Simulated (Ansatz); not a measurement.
# One shape, several levels: [BH4]− (borohydride)

Aim: a comparison of 6 runs (UHF/6-31G, BLYP/3-21G, PBE/3-21G, revPBE/6-31G, UMP2/3-21G, UMP2/6-31G) of [BH4]− (borohydride). 

Program for the calculation: Ansatz 0.2.0.

5 further runs of the same task are left out: 4 that didn't finish, 1 set aside as unsound or not needed.

## (1) The molecule

The species is [BH4]− (5 atoms), meant as a singlet with charge -1. As SMILES, `[BH4-]`. The H2–B1 distance was set to 1.535 Å, away from the relaxed value.

Bond lengths: B1–H3 1.229 Å, B1–H4 1.229 Å, B1–H5 1.229 Å. Angles: H3–B1–H4 109.5°, H3–B1–H5 109.4°, H4–B1–H5 109.5°.

## (2) The energy at UHF/6-31G (run 1)

Contents of run.yaml:

```yaml
crystal:
  periodic: [false, false, false]
  atoms:
    - {symbol: B, position_ang: [-0.170789, -0.249038, -0.054560]}
    - {symbol: H, position_ang: [0.683660, 0.997010, 0.217690]}
    - {symbol: H, position_ang: [0.555451, -1.237698, -0.121520]}
    - {symbol: H, position_ang: [-0.771299, -0.109508, -1.117810]}
    - {symbol: H, position_ang: [-0.980579, -0.397588, 0.858400]}
basis:
  gaussian: {orbitals: 6-31G}
accuracy: high
total_charge: -1
magnetization: {spin_polarized: true}
hamiltonian: {xc: hf}
```

On the command line:

```bash
$ ansatz run run.yaml --threads 1 --pin off --max-ram 2610MiB --events-out events.jsonl --progress --plain --runs-dir runs
```

Standard output:

```text
Warning: RAYON_NUM_THREADS=1 ignored (pool sized by the plan → 1); use --threads N
Functional definition: HF
  name "HF"
  exchange = exact_x
  correlation = 0
413 factors; integrals over basis functions are off by at most 3.8e-9 eV
mean field evaluation 1: about -732.3360 eV, gradient 7.8e0 eV
mean field evaluation 2: about -732.3334 eV, gradient 7.8e0 eV
mean field evaluation 4: about -732.9144 eV, gradient 5.2e-1 eV
mean field evaluation 8: about -732.9168 eV, gradient 2.0e-7 eV
mean field -732.91678977 eV, -26.9341952352 hartree, gradient 5.0e-8 eV, S^2 0.000000; 0 other end points of the search recorded, 0 dependent functions left out
reference -732.91678977 eV, -26.9341952352 hartree; 5, 5 occupied and 12, 12 virtual orbitals, 413 factors
Total energy: -732.91678977 eV, -26.9341952352 hartree
```

It took 0.16 s on 1 thread of Intel Xeon Platinum 8259CL at 2.50GHz (Skylake/Cascade Lake), shared host.

## (3) The energy at BLYP/3-21G (run 2)

Contents of in.yaml:

```yaml
crystal:
  periodic: [false, false, false]
  atoms:
    - symbol: B
      position_ang: [-0.170789, -0.249038, -0.054560]
    - symbol: H
      position_ang: [0.683660, 0.997010, 0.217690]
    - symbol: H
      position_ang: [0.555451, -1.237698, -0.121520]
    - symbol: H
      position_ang: [-0.771299, -0.109508, -1.117810]
    - symbol: H
      position_ang: [-0.980579, -0.397588, 0.858400]
basis:
  gaussian: {orbitals: 3-21G.json}
total_charge: -1
hamiltonian: {xc: {name: BLYP}}
accuracy: high
```

The basis set 3-21G is read from a file made from the Basis Set Exchange's data (not shown).

On the command line:

```bash
$ ansatz run in.yaml --threads 1 --pin off --max-ram 2610MiB --events-out events.jsonl --progress --plain --runs-dir runs
```

Standard output:

```text
Warning: RAYON_NUM_THREADS=1 ignored (pool sized by the plan → 1); use --threads N
Functional definition: BLYP
  name "BLYP"
  parameter beta = 0.0042
  parameter a = 0.04918
  parameter b = 0.132
  parameter c = 0.2533
  parameter d = 0.349
  exchange = b88_x(beta = beta)
  correlation = lyp_c(a = a, b = b, c = c, d = d)
342 factors; integrals over basis functions are off by at most 1.0e-8 eV
mean field evaluation 1: about -735.4193 eV, gradient 7.8e0 eV
mean field evaluation 2: about -735.5388 eV, gradient 5.5e0 eV
mean field evaluation 4: about -735.6409 eV, gradient 1.3e-1 eV
mean field evaluation 8: about -735.6091 eV, gradient 2.2e-3 eV
mean field evaluation 16: about -735.6091 eV, gradient 2.5e-8 eV
mean field -735.60908886 eV, -27.0331354018 hartree, gradient 2.5e-8 eV, S^2 0.000000; 0 other end points of the search recorded, 0 dependent functions left out
reference -735.60912559 eV, -27.0331367516 hartree; 5, 5 occupied and 12, 12 virtual orbitals, 342 factors
Total energy: -735.60912559 eV, -27.0331367516 hartree
```

Wall time 0.69 s (1 thread of Intel Xeon Platinum 8259CL at 2.50GHz (Skylake/Cascade Lake), shared host); peak memory 0.1 GiB.

Run 3 isn't shown in full; the table further down has it.

## (4) The energy at revPBE/6-31G (run 4)

Contents of in.yaml:

```yaml
crystal:
  periodic: [false, false, false]
  atoms:
    - {symbol: B, position_ang: [-0.170789, -0.249038, -0.054560]}
    - {symbol: H, position_ang: [0.683660, 0.997010, 0.217690]}
    - {symbol: H, position_ang: [0.555451, -1.237698, -0.121520]}
    - {symbol: H, position_ang: [-0.771299, -0.109508, -1.117810]}
    - {symbol: H, position_ang: [-0.980579, -0.397588, 0.858400]}
basis:
  gaussian:
    orbitals: 6-31G
total_charge: -1
hamiltonian:
  xc: {name: revPBE}
accuracy: high
```

On the command line:

```bash
$ ansatz run in.yaml --threads 1 --pin off --max-ram 2610MiB --events-out events.jsonl --progress --plain --runs-dir runs
```

Standard output:

```text
Warning: RAYON_NUM_THREADS=1 ignored (pool sized by the plan → 1); use --threads N
Functional definition: revPBE
  name "revPBE"
  parameter kappa = 1.245
  parameter beta = 0.06672455060314922
  exchange = pbe_x(kappa = kappa, mu = beta*pi^2/3)
  correlation = pbe_c(beta = beta)
413 factors; integrals over basis functions are off by at most 3.8e-9 eV
mean field evaluation 1: about -740.1213 eV, gradient 6.1e0 eV
mean field evaluation 2: about -740.2427 eV, gradient 2.6e0 eV
mean field evaluation 4: about -740.2674 eV, gradient 1.1e-1 eV
mean field evaluation 8: about -740.2568 eV, gradient 9.6e-5 eV
mean field -740.25678428 eV, -27.2039350581 hartree, gradient 3.7e-9 eV, S^2 0.000000; 0 other end points of the search recorded, 0 dependent functions left out
reference -740.25678668 eV, -27.2039351464 hartree; 5, 5 occupied and 12, 12 virtual orbitals, 413 factors
Total energy: -740.25678668 eV, -27.2039351464 hartree
```

Wall time 0.71 s (1 thread of Intel Xeon Platinum 8259CL at 2.50GHz (Skylake/Cascade Lake), shared host); peak memory 0.098 GiB.

Run 5 isn't shown in full; the table further down has it.

## (5) A single-point energy at UMP2/6-31G (run 6)

Contents of molecule.yaml:

```yaml
crystal:
  periodic: [false, false, false]
  atoms:
    - {symbol: B, position_ang: [-0.170789, -0.249038, -0.054560]}
    - {symbol: H, position_ang: [0.683660, 0.997010, 0.217690]}
    - {symbol: H, position_ang: [0.555451, -1.237698, -0.121520]}
    - {symbol: H, position_ang: [-0.771299, -0.109508, -1.117810]}
    - {symbol: H, position_ang: [-0.980579, -0.397588, 0.858400]}
basis:
  gaussian:
    orbitals: 6-31G
total_charge: -1
magnetization:
  spin_polarized: true
correlation:
  method: mp2
  frozen_orbitals: {B: 1, H: 0}
accuracy: high
```

On the command line:

```bash
$ ansatz run molecule.yaml --threads 1 --pin off --max-ram 2610MiB --events-out events.jsonl --progress --plain --runs-dir runs
```

Standard output:

```text
Warning: RAYON_NUM_THREADS=1 ignored (pool sized by the plan → 1); use --threads N
Functional definition: HF
  name "HF"
  exchange = exact_x
  correlation = 0
413 factors; integrals over basis functions are off by at most 3.8e-9 eV
mean field evaluation 1: about -732.3360 eV, gradient 7.8e0 eV
mean field evaluation 2: about -732.3334 eV, gradient 7.8e0 eV
mean field evaluation 4: about -732.9144 eV, gradient 5.2e-1 eV
mean field evaluation 8: about -732.9168 eV, gradient 2.0e-7 eV
mean field -732.91678977 eV, -26.9341952352 hartree, gradient 5.0e-8 eV, S^2 0.000000; 0 other end points of the search recorded, 0 dependent functions left out
1 core orbitals not correlated: weight in the atoms' cores, before any rotation towards them, 1.000 or more for the frozen orbitals, at most 0.000 for the correlated occupied ones
reference -732.91678977 eV, -26.9341952352 hartree; 4, 4 occupied and 12, 12 virtual orbitals, 413 factors
second order -2.10626822 eV of doubles, -0.00000000 eV of singles
Total energy: -735.02305799 eV, -27.0115991646 hartree
```

It took 0.16 s on 1 thread of Intel Xeon Platinum 8259CL at 2.50GHz (Skylake/Cascade Lake), shared host.

## (6) Overview of the runs

| run | level | frozen core orbitals | energy (Eh) | wall time |
| --- | --- | --- | --- | --- |
| 1 | UHF/6-31G | – | -26.934195 | 0.16 s |
| 2 | BLYP/3-21G | – | -27.033137 | 0.69 s |
| 3 | PBE/3-21G | – | -27.008669 | 0.71 s |
| 4 | revPBE/6-31G | – | -27.203935 | 0.71 s |
| 5 | UMP2/3-21G | 1 | -26.870787 | 0.12 s |
| 6 | UMP2/6-31G | 1 | -27.011599 | 0.16 s |

## (7) What came out

```
                                         quantity         value
                              run 6: total energy  -27.01160 Eh
run 6: correlation energy (1 core orbital frozen)     -77.4 mEh
```

**Reading.** Totals of different functionals can't be ranked against each other. All runs together took 2.5 s, the longest 0.71 s.
